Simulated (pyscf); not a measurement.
This saddle point was located with ωB97X-D3(BJ)/def2-SVP in PySCF.

```xyz
9

N     -1.7988    -0.1071     0.3293
Si    -0.2113     0.0673    -0.2606
Cl     1.0179    -1.4187    -1.0360
H     -2.5988    -0.3651    -0.2367
H     -1.9758    -0.1130     1.3288
H      0.3392     1.6075    -0.8467
H      0.5164     0.3640     1.0139
H     -0.8866     0.2413    -1.8169
H     -0.2677     1.1236    -1.5049
```
Charge 0, spin multiplicity 1.

Surface: singlet, charge 0. Lowest wavenumbers (cm⁻¹): 1625i, 186, 361, 387, 450.

Task: Which two sides does it connect, and which bonds change?

Result: H₂N–SiH₂–Cl + hydrogen (H₂) ⇌ H₂N–SiH₂–Cl + hydrogen (H₂), a four-centre exchange read from left to right: H–Si, H–H broken and H–Si, H–H formed. At ωB97M-D3(BJ)/def2-TZVP it lies +60.5 kcal/mol from the left side and +60.5 kcal/mol from the right (each side as separated species at their lowest minima found). At the saddle there is also a short H–Si contact that neither side keeps. The same reactants have a lower exit, to H₂N–SiH₃ + HCl (barrier +48.8 kcal/mol at ωB97M-D3(BJ)/def2-TZVP, against +60.5 kcal/mol here). This is the saddle that the search found; another between the same sides may lie lower.
